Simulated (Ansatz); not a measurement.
# Other spins and charges of H$_{2}$Si–Si, singlet at one geometry

Geometry (PBE0/def2-TZVP stationary point for this spin, not checked as a minimum):

```yaml
atoms:
  - { symbol: Si, position_ang: [0.0000, 0.0000, 1.0300] }
  - { symbol: Si, position_ang: [0.0000, 0.0000, -1.1633] }
  - { symbol: H, position_ang: [0.0000, 1.2361, 1.8580] }
  - { symbol: H, position_ang: [0.0000, -1.2361, 1.8580] }
```

Basis 6-31G; Ansatz 0.2.0. Correlated methods freeze the noble-gas cores. R marks a restricted (for open shells ROHF) determinant. Active spaces: valence = (10e, 10o) chosen from the atoms' valence shells.

Gaps are energies of the second state less the first, at fixed atoms, for a selection of the levels run; each method lands on the state that its own search finds for that charge and spin.

Removing an electron, to the doublet: 7.674 eV at full CI (singlet A1, doublet ion B1, in C2v).

Large singles or doubles amplitudes warn of static correlation in the H2Si–Si singlet.

| level | gap (eV) | error (meV) |
| --- | --- | --- |
| RHF | 7.042 | -632 |
| RMP2 | 7.640 | -34 |
| RCCSD(T) | 7.668 | -6 |
| BCCD(T) | 7.668 | -6 |
| CISDTQ | 7.661 | -13 |
| RCCSDT(Q) | 7.672 | -2 |
| RCCSDTQ | 7.674 | 0 |
| MRCISD+Q (valence space) | 7.672 | -2 |
| wB97M-V | 7.938 | 264 |
| RPA-PBE | 7.646 | -28 |

**Question.** PBE gives 0.552 eV for triplet less singlet. Estimate what full CI gives in 6-31G.

**Answer.** Full CI in 6-31G gives 0.661 eV, so against it PBE is off by -0.109 eV.

Large singles or doubles amplitudes warn of static correlation in the H2Si–Si singlet.

```json
{"level": "RHF", "gap (eV)": "-0.079", "error (meV)": "-740"}
{"level": "RMP2", "gap (eV)": "0.521", "error (meV)": "-140"}
{"level": "CISD", "gap (eV)": "0.488", "error (meV)": "-173"}
{"level": "RCCSD", "gap (eV)": "0.630", "error (meV)": "-31"}
{"level": "RCCSD(T)", "gap (eV)": "0.654", "error (meV)": "-7"}
{"level": "BCCD(T)", "gap (eV)": "0.654", "error (meV)": "-7"}
{"level": "RCCSDT", "gap (eV)": "0.652", "error (meV)": "-9"}
{"level": "CISDTQ", "gap (eV)": "0.646", "error (meV)": "-15"}
{"level": "RCCSDT(Q)", "gap (eV)": "0.659", "error (meV)": "-2"}
{"level": "RCCSDTQ", "gap (eV)": "0.661", "error (meV)": "0"}
{"level": "CASSCF (valence space)", "gap (eV)": "0.752", "error (meV)": "91"}
{"level": "NEVPT2 (valence space)", "gap (eV)": "0.684", "error (meV)": "23"}
{"level": "MRCISD (valence space)", "gap (eV)": "0.668", "error (meV)": "7"}
{"level": "MRCISD+Q (valence space)", "gap (eV)": "0.663", "error (meV)": "2"}
{"level": "PBE0", "gap (eV)": "0.430", "error (meV)": "-231"}
{"level": "B3LYP", "gap (eV)": "0.543", "error (meV)": "-118"}
{"level": "wB97M-V", "gap (eV)": "0.581", "error (meV)": "-80"}
{"level": "B2PLYP", "gap (eV)": "0.559", "error (meV)": "-102"}
{"level": "RPA-PBE", "gap (eV)": "0.657", "error (meV)": "-4"}
```

Wrong sign: RHF.

In so small a basis the reference is far from its limit while semilocal and hybrid functionals are nearer theirs (RPA and double hybrids share much of the reference's basis error), so the functionals' errors here hold much of the reference's basis and frozen-core error, which can add to them or hide them.

Full CI is exact within this basis and frozen core; it isn't the basis-set limit.
